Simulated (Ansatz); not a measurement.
Born–Oppenheimer molecular dynamics of H₇Si₂ (9 atoms, charge 0, multiplicity 2). It starts at the highest image of a converged band. Of that band: A vibrational analysis at the climbing image gives one clearly imaginary mode, 700i cm⁻¹, and a faint second one (25i cm⁻¹) that may be numerical noise or a soft torsion: probably a first-order saddle point.

Level of theory: Ansatz, UKS PBE/def2-SVP.

```yaml
ensemble: NVE (velocity Verlet)
time_step: 0.5 fs
steps_asked: 200
starting_velocities_drawn_for: 100 K
seed: 6023
```

First frame:

```xyz
9
Properties=species:S:1:pos:R:3
Si 0.000 0.000 -0.048
H 0.000 0.000 1.732
H 1.425 0.000 -0.534
H -0.712 1.234 -0.534
H -0.712 -1.234 -0.534
Si 0.000 0.000 3.514
H -0.770 -1.199 4.000
H 1.423 -0.067 4.000
H -0.653 1.266 4.000
```

Problem. What does the run give?

Solution. The run went to its last step.

| Quantity | Value |
| --- | --- |
| steps done | 200 |
| time covered | 100 fs |
| mean temperature over the second half | 152 K |
| spread of the potential energy over the second half | 2.8 meV per atom |
| mean potential energy of the second half above the start | -5.2 meV per atom |

The conserved energy stayed within 0.037 meV per atom of its start (net change 0.023 meV per atom), so the integration is sound. The kinetic energy rose, since the run started high on the potential surface and went downhill. It ends in pieces (H3Si + H4Si), so much of that is their flight and rotation, not heat. A run of 0.1 ps of so small a system gives no equilibrium averages.

Problem. What happens to the structure?

Solution. Between its relaxed ends the band would form H2–Si6 and break Si1–H2. These pairs go: H2–Si6 1.78 → 1.45 Å, Si1–H2 1.78 → 2.82 Å. In the last frame they stand as after the step (other bonds may differ from the relaxed reactants and products). It ends as H3Si + H4Si. Pairs count as bonded within 1.25 times the sum of covalent radii (0.12 Å more for H–H). The details hang on the random start.

Problem. How do temperature and energy run in time?

Solution. 
```csv
time (fs),T (K),potential energy less start (eV),conserved less start (meV/atom)
0,100,0.000,0.00
8,42,0.053,0.01
16,95,0.005,0.00
24,83,0.015,0.01
32,83,0.015,0.01
40,115,-0.014,0.00
48,95,0.004,0.02
56,123,-0.021,0.01
64,112,-0.011,0.01
72,177,-0.069,0.01
80,156,-0.050,0.00
88,184,-0.076,0.00
96,194,-0.085,0.00
```

The run took 3.7 min on 2 threads of Arm Neoverse V2, on a shared host, peak memory 0.12 GiB.
